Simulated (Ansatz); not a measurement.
A made-up structure of BH₂O₂ (charge +1), closed shell:

```xyz
5
angstrom
O -0.8448 0.0060 -0.9459
B -0.0865 0.0564 0.0538
O 0.5572 0.1818 1.1248
H 0.5439 0.9708 0.3524
H 1.4627 0.4540 1.3302
```

It is relaxed with PBE-D4/def2-SVP and then PBE0-D4/def2-TZVP (Ansatz 0.2.0). Atoms count as bonded within 1.22 times the sum of their covalent radii (H–H: 0.88 Å). The end point is not checked to be a true minimum.

(1) Does its bonding change? (Judge from chemistry; the calculation decides.)

Results:

(1) By the calculation: Yes. Formed: none; broken: B2–H4.

Where it ends: The first stage lowers the energy by 3.62 eV in 10 steps. It ends as BH₂O₂ ([O][B][OH2]), total charge +1:
O1  (-0.911, -0.490, -0.959)
B2  (-0.177, -0.002, -0.165)
O3  (0.691, 0.576, 0.774)
H4  (0.683, 1.534, 0.983)
H5  (1.346, 0.052, 1.282)
(Å)

Labels in which every atom is bracketed show which atoms are joined, not bond orders.

For scale, one of the runs: PBE0-D4/def2-TZVP relaxation, 105 basis functions, launched by `ansatz run in.yaml --threads 2 --pin off --events-out ev --progress --plain --max-ram 4352MiB`. The run took about 3.6 s on 2 CPU threads of an Arm Neoverse V2 (shared host).
